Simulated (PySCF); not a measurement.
## OH: from constants to spectrum

PBE0 constants of OH, ²Π (doublet), unpaired electrons π ↑ (basis H def2-TZVP, O def2-TZVP; no relativity; PySCF 2.14; masses 1.0078 and 15.9949 u):

```
ωe          : 3748.9 cm⁻¹
ωexe        : 77.4 cm⁻¹
Be          : 18.776 cm⁻¹
αe          : 0.670 cm⁻¹
De to H + O : 4.51 eV
```

Problem. What force constant and bond length do these constants imply?

Solution. Reduced mass μred = 0.94809 u; k = 5.8918×10⁻⁷·μred·ωe² (u, cm⁻¹, mdyn/Å) = 7.85 mdyn/Å; Re = √(16.8576/(μred·Be)) (u, cm⁻¹, Å) = 0.973 Å.

Problem. Estimate the centrifugal constant D from the Kratzer relation and find the Dunham coefficient a1.

Solution. D = 4Be³/ωe² = 0.00188 cm⁻¹; a1 = −1 − αeωe/(6Be²) = -2.19.

The state is the lowest determinant that a PBE0 search found; another state may lie lower at other levels.
